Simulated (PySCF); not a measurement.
Worked example: the barrier

An elementary step of CH$_{8}$AlN, closed shell (CH₅N ([CH3][NH2]) + AlH₃ → CH₆AlN ([CH3][NH][AlH2]) + H₂; bonds formed: H2–H5; dative contacts that become bonds: Al1–N6; bonds broken: Al1–H2, H5–N6). “Start” is the structure reached by relaxing down from the saddle towards the reactants; PBE0-D4/def2-TZVP structures. The saddle:

```xyz
11
angstrom
Al -0.0658 -1.1864 0.9585
H 1.6818 -1.0239 0.4460
H -0.7285 -2.2633 0.0024
H -0.0503 -1.2552 2.5418
H 1.2316 -0.1619 0.2907
N 0.0006 0.5755 0.2691
C -0.4236 0.9281 -1.0738
H -0.0469 1.3568 0.9085
H 0.0849 1.8248 -1.4399
H -1.5044 1.0950 -1.1451
H -0.1793 0.1103 -1.7581
```

PySCF 2.14 with density fitting (its default auxiliary sets; JK sets also for MP2 and CCSD(T)); basis: def2-TZVPP and def2-QZVPP; cores frozen in the correlated methods.

Energies in eV:

| quantity | saddle | start |
| --- | --- | --- |
| Hartree–Fock, triple zeta (X = 3) | -9221.20271 | -9223.15704 |
| Hartree–Fock, quadruple zeta (X = 4) | -9221.55120 | -9223.49211 |
| MP2 correlation, X = 3 | -14.21026 | -13.69361 |
| MP2 correlation, X = 4 | -15.07176 | -14.53645 |
| CCSD(T) correlation, X = 3 | -15.93438 | -15.50221 |

**Question.** Work out the barrier at the basis limit: extrapolate Hartree–Fock as E(X) = E∞ + A exp(−7.88 √X) and the MP2 correlation as E(X) = E∞ + B X^−2.97 (the exponents that Neese and Valeev fitted for def2-TZVPP and QZVPP), then add CCSD(T) − MP2 in triple zeta.

**Answer.** Each step is linear, so take the differences first (saddle − start): Hartree–Fock 1.95433 (X = 3) and 1.94091 (X = 4); MP2 correlation -0.51665 and -0.53531; CCSD(T) correlation -0.43217.
Two points give E∞ = E(4) + w [E(4) − E(3)], with w = 1/(exp(7.88 (2 − √3)) − 1) = 0.1377 for Hartree–Fock and w = 1/((4/3)^2.97 − 1) = 0.7407 for the correlation.
Hartree–Fock: 1.94091 + 0.1377 × (-0.01342) = 1.9391 eV.
MP2 correlation: -0.53531 + 0.7407 × (-0.01866) = -0.5491 eV.
CCSD(T) − MP2: -0.43217 − (-0.51665) = 0.0845 eV.
Sum: 1.9391 + (-0.5491) + 0.0845 = 1.4745 eV, or 34.00 kcal/mol. Plain CCSD(T) in triple zeta gives 1.5222 eV, so the larger basis shifts the result by -0.0477 eV.

No T1 diagnostic of these runs exceeds 0.013.

The step is the kind of exchange with an N–H group that builds nitride films in atomic layer and chemical vapour deposition.

Labels in which every atom is bracketed show which atoms are joined, not bond orders.

For scale, one of the runs: CCSD(T)/def2-TZVPP, 216 basis functions, launched by `OMP_NUM_THREADS=4 python run.py`. Time: 9.4 min of wall clock on 4 CPU threads of an Arm Neoverse V1; the host was shared. Peak host memory: 2.8 GiB.
